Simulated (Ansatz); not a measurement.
Input file:

```yaml
crystal:
  periodic: [false, false, false]
  atoms:
    - {symbol: W, position_ang: [0.000000, 0.000027, 0.157097]}
    - {symbol: C, position_ang: [0.000000, -0.014098, -1.850243]}
    - {symbol: H, position_ang: [0.000009, -0.997640, -2.326283]}
    - {symbol: H, position_ang: [0.886471, 0.580366, -2.139638]}
    - {symbol: H, position_ang: [-0.886481, 0.580351, -2.139638]}
basis:
  gaussian: {orbitals: def2-TZVPP}
total_charge: 1
magnetization: {spin_polarized: true, initial_magnetization: 2}
hamiltonian: {xc: {name: r2SCAN}}
```

```sh
$ ansatz run in.yaml --threads 2 --pin off --events-out ev --progress --plain --max-ram 24576MiB --backend cuda --devices 0, --max-vram 18GiB
```

Log:

```
692 factors; their error is unknown
mean field evaluation 1: about -2877.9898 eV, gradient 6.6e1 eV
mean field evaluation 2: about -2695.2297 eV, gradient 1.4e2 eV
mean field evaluation 4: about -2899.0425 eV, gradient 1.4e1 eV
mean field evaluation 8: about -2900.4712 eV, gradient 1.2e0 eV
mean field evaluation 16: about -2900.5728 eV, gradient 4.8e-2 eV
mean field evaluation 32: about -2900.5742 eV, gradient 4.6e-1 eV
mean field evaluation 64: about -2900.6697 eV, gradient 1.4e-4 eV
mean field evaluation 96: about -2900.3246 eV, gradient 6.1e0 eV
mean field evaluation 128: about -2900.3161 eV, gradient 5.1e-1 eV
mean field evaluation 160: about -2900.3862 eV, gradient 4.0e0 eV
mean field evaluation 192: about -2900.5396 eV, gradient 1.2e-3 eV
mean field -2900.66965810 eV, -106.5976437908 hartree, gradient 6.7e-6 eV, S^2 2.948103; 16 other end points of the search recorded, 0 dependent functions left out
reference -2900.66967368 eV, -106.5976443631 hartree; 12, 10 occupied and 117, 119 virtual orbitals, 692 factors
Total energy: -2900.66967368 eV, -106.5976443631 hartree
```

Ran on 2 threads of AMD EPYC 7R13 with a shared H100 80 GB, shared host: 19 s wall, 0.83 GiB peak host memory.
